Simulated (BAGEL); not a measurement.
**One shape, several levels: triplet BHF2**

Aim: a comparison of 6 runs (UHF/STO-3G, UHF/3-21G, ROHF/6-31G*, UHF/6-31G*, ROHF/def2-TZVPP, UHF/def2-TZVPP) of triplet BHF2. 

The results are computed with BAGEL 1.2.2.

17 further runs of the same task are left out: 17 set aside as unsound or not needed.

## 1. The structure to begin with

The species is BHF2 (4 atoms), meant as a triplet with charge 0. SMILES of the parent species: `FBF`. The shape is that of a PBE0-D4/def2-TZVP optimisation. That shape belongs to the parent species and isn't relaxed for this state.

Bond lengths: F1–B2 1.313 Å, B2–F3 1.313 Å, B2–H4 1.191 Å. Angles: F1–B2–F3 118.1°, F1–B2–H4 121.0°, F3–B2–H4 121.0°.

## 2. A single-point energy at UHF/STO-3G (density fitting with qzvpp-jkfit) (run 1)

The input, job.json:

```json
{ "bagel" : [

{
  "title" : "molecule",
  "basis" : "sto-3g",
  "df_basis" : "qzvpp-jkfit",
  "angstrom" : true,
  "geometry" : [
    { "atom" : "F", "xyz" : [    1.154300,    0.456900,   -0.361900 ] },
    { "atom" : "B", "xyz" : [   -0.001900,   -0.031000,    0.025200 ] },
    { "atom" : "F", "xyz" : [   -1.095400,    0.528700,   -0.438900 ] },
    { "atom" : "H", "xyz" : [   -0.057000,   -0.954600,    0.775600 ] }
  ]
},
{ "title" : "uhf", "nopen" : 2 },
{ "title" : "print", "file" : "orbitals.molden", "orbitals" : true }

]}
```

The run is started by

```sh
$ BAGEL_NUM_THREADS=1 BAGEL job.json > job.out
```

The log of the run:

```text
* using 1 threads per process

  ===============================================================
  ===============================================================

  *** Geometry ***

  { "atom" : "F", "xyz" : [      2.181311,      0.863416,     -0.683892 ] },
  { "atom" : "B", "xyz" : [     -0.003590,     -0.058582,      0.047621 ] },
  { "atom" : "F", "xyz" : [     -2.070006,      0.999098,     -0.829401 ] },
  { "atom" : "H", "xyz" : [     -0.107714,     -1.803933,      1.465672 ] },

  Number of auxiliary basis functions:      247

  Since a DF basis is specified, we compute 2- and 3-index integrals:
    o Being stored without compression. Storage requirement is 0.001 GB

  Number of basis functions:       16
  Number of electrons      :       24

    * METHOD: MOLECULE                             0.03

  *** Open-shell HF ***

  === Nuclear Repulsion ===
    61.8885547595

      * DIIS with orbital gradients will be used.

  === UHF iteration (sto-3g) ===
      0       -220.77183777          0.03991433           0.00
      1       -220.81557006          0.00938648           0.00
      2       -220.81885506          0.00272549           0.00
      3       -220.81954061          0.00177816           0.00
      4       -220.81989503          0.00112311           0.00
      5       -220.82010115          0.00027596           0.00
      6       -220.82013022          0.00006680           0.00
      7       -220.82013176          0.00002164           0.00
      8       -220.82013195          0.00001159           0.00
      9       -220.82013197          0.00001203           0.00
     10       -220.82013196          0.00001110           0.00
     11       -220.82013191          0.00000477           0.00
     12       -220.82013191          0.00000192           0.00
     13       -220.82013191          0.00000072           0.00
     14       -220.82013191          0.00000041           0.00
     15       -220.82013191          0.00000029           0.00
     16       -220.82013191          0.00000013           0.00
     17       -220.82013191          0.00000005           0.00
     18       -220.82013191          0.00000003           0.00
     19       -220.82013191          0.00000001           0.00
     20       -220.82013191          0.00000001           0.00
    * SCF iteration converged.

    * S^2 (UHF) is 2.0181

    * Permanent dipole moment:
           (    0.011126,     0.179335,    -0.145674) a.u.

    * METHOD: UHF                                  0.07

    * METHOD: PRINT                                0.00

  ===============================================================
```

Wall time 0.42 s (1 thread of Intel Xeon 6975P-C (Granite Rapids), shared host); peak memory 0.078 GiB.

## 3. The energy at UHF/3-21G (density fitting with qzvpp-jkfit) (run 2)

The input, input.json:

```json
{ "bagel" : [

{
  "title" : "molecule",
  "basis" : "3-21g",
  "df_basis" : "qzvpp-jkfit",
  "angstrom" : "true",
  "geometry" : [
    { "atom" : "F", "xyz" : [       1.154300,       0.456900,      -0.361900 ] },
    { "atom" : "B", "xyz" : [      -0.001900,      -0.031000,       0.025200 ] },
    { "atom" : "F", "xyz" : [      -1.095400,       0.528700,      -0.438900 ] },
    { "atom" : "H", "xyz" : [      -0.057000,      -0.954600,       0.775600 ] }
  ]
},

{ "title" : "uhf", "nopen" : 2 },

{ "title" : "print", "file" : "orbitals.molden", "orbitals" : "true" }

]}
```

The run is started by

```sh
$ BAGEL_NUM_THREADS=1 BAGEL input.json > input.out
```

The log of the run:

```text
* using 1 threads per process

  ===============================================================
  ===============================================================

  *** Geometry ***

  { "atom" : "F", "xyz" : [      2.181311,      0.863416,     -0.683892 ] },
  { "atom" : "B", "xyz" : [     -0.003590,     -0.058582,      0.047621 ] },
  { "atom" : "F", "xyz" : [     -2.070006,      0.999098,     -0.829401 ] },
  { "atom" : "H", "xyz" : [     -0.107714,     -1.803933,      1.465672 ] },

  Number of auxiliary basis functions:      247

  Since a DF basis is specified, we compute 2- and 3-index integrals:
    o Being stored without compression. Storage requirement is 0.002 GB

  Number of basis functions:       29
  Number of electrons      :       24

    * METHOD: MOLECULE                             0.03

  *** Open-shell HF ***

  === Nuclear Repulsion ===
    61.8885547595

      * DIIS with orbital gradients will be used.

  === UHF iteration (3-21g) ===
      0       -222.60849301          0.07859975           0.00
      1       -222.70109691          0.04926116           0.00
      2       -222.72544107          0.02881536           0.00
      3       -222.73688078          0.00233453           0.00
      4       -222.73767320          0.00099448           0.00
      5       -222.73783726          0.00041233           0.00
      6       -222.73787294          0.00021251           0.00
      7       -222.73788649          0.00009408           0.00
      8       -222.73788830          0.00002985           0.00
      9       -222.73788845          0.00000977           0.00
     10       -222.73788846          0.00000343           0.01
     11       -222.73788847          0.00000177           0.01
     12       -222.73788847          0.00000075           0.01
     13       -222.73788847          0.00000022           0.00
     14       -222.73788847          0.00000012           0.00
     15       -222.73788847          0.00000005           0.00
     16       -222.73788847          0.00000003           0.00
     17       -222.73788847          0.00000001           0.00
     18       -222.73788847          0.00000001           0.00
    * SCF iteration converged.

    * S^2 (UHF) is 2.0082

    * Permanent dipole moment:
           (    0.064862,     1.084959,    -0.881437) a.u.

    * METHOD: UHF                                  0.11

    * METHOD: PRINT                                0.00

  ===============================================================
```

Wall time 0.48 s (1 thread of Intel Xeon 6975P-C (Granite Rapids), shared host); peak memory 0.078 GiB.

Run 3 isn't shown in full; the table further down has it.

## 4. A single-point energy at UHF/6-31G(d) (density fitting with qzvpp-jkfit, spherical functions) (run 4)

The input, input.json:

```json
{ "bagel" : [

{
  "title" : "molecule",
  "basis" : "6-31gs.json",
  "df_basis" : "qzvpp-jkfit",
  "angstrom" : true,
  "geometry" : [
    { "atom" : "F", "xyz" : [    1.154300,    0.456900,   -0.361900 ] },
    { "atom" : "B", "xyz" : [   -0.001900,   -0.031000,    0.025200 ] },
    { "atom" : "F", "xyz" : [   -1.095400,    0.528700,   -0.438900 ] },
    { "atom" : "H", "xyz" : [   -0.057000,   -0.954600,    0.775600 ] }
  ]
},
{
  "title" : "uhf",
  "nopen" : 2
},
{
  "title" : "print",
  "file" : "orbitals.molden",
  "orbitals" : true
}

]}
```

The basis set 6-31G* is read from a file made from the Basis Set Exchange's data (not shown).

The run is started by

```sh
$ BAGEL_NUM_THREADS=1 BAGEL input.json > input.out
```

The log of the run:

```text
* using 1 threads per process

  ===============================================================
  ===============================================================

  *** Geometry ***

  { "atom" : "F", "xyz" : [      2.181311,      0.863416,     -0.683892 ] },
  { "atom" : "B", "xyz" : [     -0.003590,     -0.058582,      0.047621 ] },
  { "atom" : "F", "xyz" : [     -2.070006,      0.999098,     -0.829401 ] },
  { "atom" : "H", "xyz" : [     -0.107714,     -1.803933,      1.465672 ] },

  Number of auxiliary basis functions:      247

  Since a DF basis is specified, we compute 2- and 3-index integrals:
    o Being stored without compression. Storage requirement is 0.004 GB

  Number of basis functions:       44
  Number of electrons      :       24

    * METHOD: MOLECULE                             0.03

  *** Open-shell HF ***

  === Nuclear Repulsion ===
    61.8885547595

      * DIIS with orbital gradients will be used.

  === UHF iteration (6-31gs.json) ===
      0       -223.77400575          0.06115621           0.01
      1       -223.87895458          0.04176493           0.01
      2       -223.91556897          0.02600402           0.01
      3       -223.93762614          0.00239613           0.01
      4       -223.93889721          0.00098086           0.01
      5       -223.93918596          0.00041473           0.01
      6       -223.93926826          0.00015459           0.01
      7       -223.93928552          0.00007119           0.01
      8       -223.93928914          0.00001636           0.01
      9       -223.93928922          0.00000569           0.01
     10       -223.93928924          0.00000225           0.01
     11       -223.93928924          0.00000088           0.01
     12       -223.93928924          0.00000031           0.01
     13       -223.93928924          0.00000011           0.01
     14       -223.93928924          0.00000004           0.01
     15       -223.93928924          0.00000002           0.01
     16       -223.93928924          0.00000001           0.01
    * SCF iteration converged.

    * S^2 (UHF) is 2.0060

    * Permanent dipole moment:
           (    0.065305,     1.091035,    -0.886375) a.u.

    * METHOD: UHF                                  0.20

    * METHOD: PRINT                                0.00

  ===============================================================
```

It took 0.56 s on 1 thread of Intel Xeon 6975P-C (Granite Rapids), shared host; peak memory 0.078 GiB.

Run 5 isn't shown in full; the table further down has it.

## 5. The energy at UHF/def2-TZVPP (density fitting with qzvpp-jkfit) (run 6)

The input, hf.json:

```json
{ "bagel": [

{
  "title": "molecule",
  "basis": "tzvpp",
  "df_basis": "qzvpp-jkfit",
  "angstrom": true,
  "geometry": [
    { "atom": "F", "xyz": [    1.154300,    0.456900,   -0.361900 ] },
    { "atom": "B", "xyz": [   -0.001900,   -0.031000,    0.025200 ] },
    { "atom": "F", "xyz": [   -1.095400,    0.528700,   -0.438900 ] },
    { "atom": "H", "xyz": [   -0.057000,   -0.954600,    0.775600 ] }
  ]
},
{
  "title": "uhf",
  "nopen": 2
},
{
  "title": "print",
  "file": "orbitals.molden",
  "orbitals": true
}

]}
```

The run is started by

```sh
$ BAGEL_NUM_THREADS=1 BAGEL hf.json > hf.out
```

The log of the run:

```text
* using 1 threads per process

  ===============================================================
  ===============================================================

  *** Geometry ***

  { "atom" : "F", "xyz" : [      2.181311,      0.863416,     -0.683892 ] },
  { "atom" : "B", "xyz" : [     -0.003590,     -0.058582,      0.047621 ] },
  { "atom" : "F", "xyz" : [     -2.070006,      0.999098,     -0.829401 ] },
  { "atom" : "H", "xyz" : [     -0.107714,     -1.803933,      1.465672 ] },

  Number of auxiliary basis functions:      247

  Since a DF basis is specified, we compute 2- and 3-index integrals:
    o Being stored without compression. Storage requirement is 0.023 GB

  Number of basis functions:      107
  Number of electrons      :       24

    * METHOD: MOLECULE                             0.08

  *** Open-shell HF ***

  === Nuclear Repulsion ===
    61.8885547595

      * DIIS with orbital gradients will be used.

  === UHF iteration (tzvpp) ===
      0       -223.82769746          0.04709588           0.04
      1       -223.96571094          0.03454606           0.04
      2       -224.02427088          0.02274571           0.04
      3       -224.06673908          0.00177690           0.04
      4       -224.06855200          0.00083918           0.04
      5       -224.06909942          0.00036350           0.04
      6       -224.06926172          0.00011234           0.04
      7       -224.06928939          0.00004365           0.05
      8       -224.06929479          0.00001793           0.04
      9       -224.06929544          0.00000694           0.04
     10       -224.06929548          0.00000273           0.04
     11       -224.06929549          0.00000057           0.04
     12       -224.06929549          0.00000026           0.04
     13       -224.06929549          0.00000012           0.04
     14       -224.06929549          0.00000005           0.04
     15       -224.06929549          0.00000002           0.04
     16       -224.06929549          0.00000001           0.06
    * SCF iteration converged.

    * S^2 (UHF) is 2.0055

    * Permanent dipole moment:
           (    0.056588,     0.944725,    -0.767508) a.u.

    * METHOD: UHF                                  0.81

    * METHOD: PRINT                                0.02

  ===============================================================
```

It took 1.3 s on 1 thread of Intel Xeon 6975P-C (Granite Rapids), shared host; peak memory 0.079 GiB.

## 6. All runs side by side

| run | level | energy (Eh) | dipole moment (D) | ⟨S²⟩ | wall time |
| --- | --- | --- | --- | --- | --- |
| 1 | UHF/STO-3G (density fitting with qzvpp-jkfit) | -220.820132 | 0.59 | 2.018 | 0.42 s |
| 2 | UHF/3-21G (density fitting with qzvpp-jkfit) | -222.737888 | 3.56 | 2.008 | 0.48 s |
| 3 | ROHF/6-31G* (density fitting with qzvpp-jkfit, spherical functions) | -223.936488 | 3.67 | 2.000 | 0.6 s |
| 4 | UHF/6-31G* (density fitting with qzvpp-jkfit, spherical functions) | -223.939289 | 3.58 | 2.006 | 0.56 s |
| 5 | ROHF/def2-TZVPP (density fitting with qzvpp-jkfit) | -224.066998 | 3.15 | 2.000 | 1.5 s |
| 6 | UHF/def2-TZVPP (density fitting with qzvpp-jkfit) | -224.069295 | 3.10 | 2.006 | 1.3 s |

## 7. Outcome

| quantity | value |
| --- | --- |
| run 6: total energy | -224.06930 Eh |
| run 6: dipole moment | 3.10 D |
| run 6: ⟨S²⟩ | 2.006 |

In words: The dipole moment (its size) runs from 0.59 D (UHF/STO-3G) to 3.67 D (ROHF/6-31G*). The two ends differ in method and basis. In run 1 the basis is minimal, so the values are rough. All runs together took 4.8 s, the longest 1.5 s.
